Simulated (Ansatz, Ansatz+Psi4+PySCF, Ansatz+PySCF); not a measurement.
```xyz
5

N     0.0000    0.0000    0.9670
H     0.9373    0.0000    1.3485
H    -0.4687   -0.8117    1.3485
H    -0.4687    0.8117    1.3485
Li    0.0000    0.0000   -1.0347
```

Basis set: cc-pVTZ on H, N; cc-pCVTZ on Li (spherical functions). Correlated methods keep 1 orbital frozen. Charge 0, multiplicity 2.

Computed with Ansatz (development build ahead of 0.2.0); each method stands on the lowest determinant of its kind that the runs found.

(1) Give the atomization energy at this shape (free ground-state atoms in the same class of orbitals less the molecule, no zero-point energy) of doublet LiNH₃ by UHF-CCSD(T), UHF-MP2.

## Answers

(1)

```csv
method,atomization energy
UHF-CCSD(T),13.20 eV
UHF-MP2,13.12 eV
```
